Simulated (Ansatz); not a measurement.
Born–Oppenheimer molecular dynamics of CH$_{3}$BF (6 atoms, charge 0, multiplicity 2). It starts at the highest image of a converged band. Of that band: Neighbouring images differ by up to 1.4 eV, so the band resolves the path poorly. A vibrational analysis at the climbing image gives one clearly imaginary mode, 1563i cm⁻¹: a first-order saddle point.

All numbers below come from UKS BHLYP/cc-pVDZ in Ansatz 0.2.0.

| Property | Result |
| --- | --- |
| ensemble | NVE (velocity Verlet) |
| time step | 0.5 fs |
| steps asked | 200 |
| starting velocities drawn for | 300 K |
| seed | 4259 |

First frame:

```xyz
6
Properties=species:S:1:pos:R:3
C -0.022 0.421 -0.473
B 0.155 -0.846 0.235
F 1.119 -1.299 1.034
H -0.942 -0.209 0.585
H 0.567 1.315 -0.251
H -0.836 0.554 -1.177
```

Task: How far do the bonds stretch over the last three quarters of this one trajectory? (Pairs bonded in most of those frames.)

Result: 
| bond | mean (Å) | spread (Å) | shortest | longest |
| --- | --- | --- | --- | --- |
| C1–B2 | 1.575 | 0.099 | 1.40 | 1.78 |
| C1–H4 | 1.134 | 0.084 | 0.98 | 1.27 |
| C1–H5 | 1.122 | 0.029 | 1.07 | 1.18 |
| C1–H6 | 1.106 | 0.045 | 1.02 | 1.22 |
| B2–F3 | 1.323 | 0.033 | 1.27 | 1.39 |

Mean temperature of the second half: 1654 K. The conserved energy stayed within 0.72 meV per atom of its start (net change 0.3 meV per atom), so the integration is sound. The kinetic energy rose, since the run started high on the potential surface and went downhill. A run of 0.1 ps of so small a system gives no equilibrium averages.

Run time: 14 min on 1 thread of Intel(R) Xeon(R) Processor @ 2.50GHz (Skylake/Cascade Lake), on a shared host, peak memory 0.13 GiB.
